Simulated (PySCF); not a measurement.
# Basis-set dependence of excited states

Compound: C5H9N.
Structure used (PBE0-D3(BJ)/def2-SVP), in Å, numbered top down from 1:
```xyz
15
C5H9N angstrom
C     -0.7604    1.0975   -0.9706
C     -0.3603   -0.0799   -0.0875
C     -0.7980    0.1188    1.3602
C      1.1327   -0.3093   -0.1642
C      1.7403   -1.6183   -0.2647
N      1.7040   -1.0320   -1.3716
H     -0.2786    2.0271   -0.6243
H     -0.4536    0.9286   -2.0135
H     -1.8494    1.2601   -0.9527
H     -0.8491   -0.9892   -0.4801
H     -0.3081    1.0031    1.8007
H     -1.8856    0.2758    1.4291
H     -0.5398   -0.7510    1.9841
H      1.7406    0.5342    0.2003
H      2.0723   -2.5746    0.1490
```

TDDFT with PBE0 (PySCF), vertical singlets, core orbitals frozen in the response, spherical d and f functions. Geometry: PBE0-D3(BJ)/def2-SVP, one conformer, isolated molecule.

How do the low singlets change with the basis? Take 6-31G*, 6-31+G*, def2-SVP, aug-cc-pVDZ and def2-TZVP.

```
      basis  functions  diffuse  S1 (eV)  S2 (eV)  S3 (eV)  S4 (eV)  S5 (eV)  LUMO (eV)  α (au)
     6-31G*        102       no     5.19     6.93     7.59     8.10     8.40      -0.10    55.1
    6-31+G*        126      yes     5.05     6.61     7.06     7.34     7.40      -0.60    62.2
   def2-SVP        129       no     5.14     6.86     7.54     7.98     8.29      -0.33    57.0
aug-cc-pVDZ        219      yes     5.00     6.51     6.73     7.02     7.12      -0.65    66.7
  def2-TZVP        240       no     5.04     6.62     7.39     7.81     7.89      -0.53    64.0
```

States are compared by their number. Against the largest diffuse basis here (aug-cc-pVDZ, itself not a converged limit), sets without diffuse functions differ by up to 0.19 eV in S1 and 1.29 eV in S5; the smaller diffuse sets differ by up to 0.05 and 0.28 eV. State by state, the largest deviation of a set without diffuse functions is S1 0.19, S2 0.42, S3 0.86, S4 1.08, S5 1.29 eV. The same number needn't mean the same state in each row. Against aug-cc-pVDZ the polarisability deviates by -17% in 6-31G*, -7% in 6-31+G*, -15% in def2-SVP, -4% in def2-TZVP. A single + in a Pople set puts diffuse functions on heavy atoms only.
